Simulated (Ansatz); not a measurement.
# C2H3B: up Jacob's ladder to CCSD(T)

An exercise on one series of results from a longer session: the logs are not shown, and one member is left open.

Computed with Ansatz 0.2.0, Gaussian basis. Level: functionals in def2-TZVPP, the program's frozen cores in correlated methods.

Plan: LDA (SPW92), PBE-D4, revPBE-D4, BLYP-D4, r2SCAN-D4, B97M-V, PBE0-D4, B3LYP-D4, r2SCANh-D4, r2SCAN0-D4, HSE06-D4, BHLYP-D4, CAM-B3LYP-D4, LC-ωPBE, ωB97X-V, ωB97M-V, B2PLYP, PBE-QIDH; CCSD(T)/def2-SVP; CCSD(T)/def2-TZVPP; MP2/def2-QZVPP; extrapolation to the limit; RPA on PBE.

2 further runs of the same task are left out: 2 that didn't finish.

### The relaxed structure

An earlier PBE0-D4 in a triple-zeta def2 set relaxation fixed the geometry.

SMILES `BC#C`, 6 atoms, charge 0, spin multiplicity 1.

Atoms are counted from 1 here; the program's logs count them from 0.

Bond lengths: B1–C2 1.500 Å, B1–H4 1.193 Å, B1–H5 1.193 Å, C2–C3 1.210 Å, C3–H6 1.066 Å. Angles: C2–B1–H4 119.9°, C2–B1–H5 119.9°, H4–B1–H5 120.2°, B1–C2–C3 180.0°, C2–C3–H6 180.0°.

Coordinates:

```mol
C2H3B
  3D, bonds by distance, orders not assigned

  6  5  0  0  0  0  0  0  0  0999 V2000
   -0.8304    0.6473   -0.3943 B   0  0
    0.2786   -0.2241    0.1179 C   0  0
    1.1727   -0.9266    0.5305 C   0  0
   -1.7562    0.1567   -0.9657 H   0  0
   -0.7833    1.8282   -0.2286 H   0  0
    1.9608   -1.5456    0.8940 H   0  0
  1  2  8  0
  2  3  8  0
  1  4  8  0
  1  5  8  0
  3  6  8  0
M  END
```

Set-up of the first run:

Contents of in.yaml:

```yaml
crystal:
  periodic: [false, false, false]
  atoms:
    - {symbol: B, position_ang: [-0.830357, 0.647263, -0.394296]}
    - {symbol: C, position_ang: [0.278595, -0.224107, 0.117940]}
    - {symbol: C, position_ang: [1.172732, -0.926650, 0.530480]}
    - {symbol: H, position_ang: [-1.756215, 0.156714, -0.965732]}
    - {symbol: H, position_ang: [-0.783338, 1.828242, -0.228565]}
    - {symbol: H, position_ang: [1.960783, -1.545564, 0.893972]}
basis:
  gaussian: {orbitals: def2-TZVPP}
hamiltonian: {xc: lda}
output: {orbitals: {seedname: orbitals}}
```

Among the steps run: LDA; PBE-D4 (GGA); revPBE-D4 (GGA); BLYP-D4 (GGA); r2SCAN-D4 (meta-GGA); B97M-V (meta-GGA); PBE0-D4 (hybrid); B3LYP-D4 (hybrid); r2SCANh-D4 (hybrid); r2SCAN0-D4 (hybrid); HSE06-D4 (hybrid); BHLYP-D4 (hybrid); CAM-B3LYP-D4 (range-separated); LC-ωPBE-D4 (range-separated; the results give it without D4); ωB97X-V (range-separated); ωB97M-V (range-separated); B2PLYP (double hybrid); PBE-QIDH (double hybrid).

One table of the session follows, with a row left open; its other results are not shown here.

It belongs to the step «Frontier levels by functional». 

```
  functional  HOMO (eV)  LUMO (eV)  gap (eV)
 LDA (SPW92)          ?          ?         ?
      PBE-D4      -6.88      -3.38      3.50
   revPBE-D4      -6.83      -3.27      3.56
     BLYP-D4      -6.74      -3.20      3.54
   r2SCAN-D4      -7.09      -3.06      4.03
      B97M-V      -7.12      -3.07      4.06
     PBE0-D4      -8.09      -2.40      5.69
    B3LYP-D4      -7.87      -2.60      5.27
  r2SCANh-D4      -7.55      -2.72      4.83
  r2SCAN0-D4      -8.23      -2.21      6.02
    HSE06-D4      -7.69      -2.78      4.90
    BHLYP-D4      -9.17      -1.32      7.84
CAM-B3LYP-D4      -9.45      -1.29      8.16
     LC-ωPBE     -10.85      -0.13     10.72
     ωB97X-V     -10.44      -0.18     10.26
     ωB97M-V     -10.32      -0.38      9.95
```

**Question.** Estimate the row for LDA (SPW92).

**Answer.** HOMO (eV): -7.01; LUMO (eV): -3.66; gap (eV): 3.35. In the column «HOMO (eV)» it lies between r2SCAN-D4 (-7.09) and PBE-D4 (-6.88).
